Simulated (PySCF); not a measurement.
## Cl2: input and log

State: ³Πu (triplet), unpaired electrons σ ↑, π ↑, a second solution, started from another occupation.

An equivalent input (the run itself took its basis sets from the Basis Set Exchange, started from a PBE0 density and held the occupation σ 10α 9β, πx 4α 4β, πy 4α 3β):

```python
from pyscf import gto, dft
mol = gto.M(atom='Cl 0 0 0; Cl 0 0 1.987', basis={'Cl': 'def2-TZVP'},
            charge=0, spin=2, verbose=4, symmetry='C2v')
mf = dft.UKS(mol, xc='PBE0')
mf.grids.atom_grid = (80, 434)
mf.grids.prune = dft.gen_grid.treutler_prune
mf.irrep_nelec = {'A1': (10, 9), 'B1': (4, 4), 'B2': (4, 3)}
mf.conv_tol = 1e-9
mf.max_cycle = 60
mf.diis_space = 10
mf.kernel()
```

The log (some set-up lines and the per-cycle HOMO/LUMO lines removed):

```
******** <class 'pyscf.dft.uks_symm.SymAdaptedUKS'> ********
method = SymAdaptedUKS
damping factor = 0
level_shift factor = 0
DIIS = <class 'pyscf.scf.diis.CDIIS'>
diis_start_cycle = 1
diis_space = 10
diis_damp = 0
SCF conv_tol = 1e-09
SCF conv_tol_grad = None
SCF max_cycles = 60
number electrons alpha = 18  beta = 16
Set gradient conv threshold to 3.16228e-05
init E= -919.967132374297
cycle= 1 E= -919.983199587102  delta_E= -0.0161  |g|= 0.00783  |ddm|= 0.13
cycle= 2 E= -919.983225559774  delta_E= -2.6e-05  |g|= 0.00564  |ddm|= 0.0253
cycle= 3 E= -919.983235838463  delta_E= -1.03e-05  |g|= 0.000679  |ddm|= 0.00704
cycle= 4 E= -919.983236070801  delta_E= -2.32e-07  |g|= 0.000434  |ddm|= 0.000944
cycle= 5 E= -919.98323616376  delta_E= -9.3e-08  |g|= 8.45e-05  |ddm|= 0.000316
cycle= 6 E= -919.983236169263  delta_E= -5.5e-09  |g|= 1.14e-05  |ddm|= 0.000145
cycle= 7 E= -919.983236169389  delta_E= -1.26e-10  |g|= 1.52e-06  |ddm|= 1.73e-05
Extra cycle  E= -919.983236169389  delta_E= 2.27e-13  |g|= 8.83e-07  |ddm|= 2.01e-06
converged SCF energy = -919.983236169389  <S^2> = 2.0064194  2S+1 = 3.0042765
```

Repeating this along the bond gives Re = 2.364 Å and ωe = 343 cm⁻¹.

A point of this curve took 1.4 CPU seconds beside 0.23 for the integrals, on Arm Neoverse V1 (shared host).

Counting both spins, an empty level lies below a filled one in this solution, because spin and occupation are held.
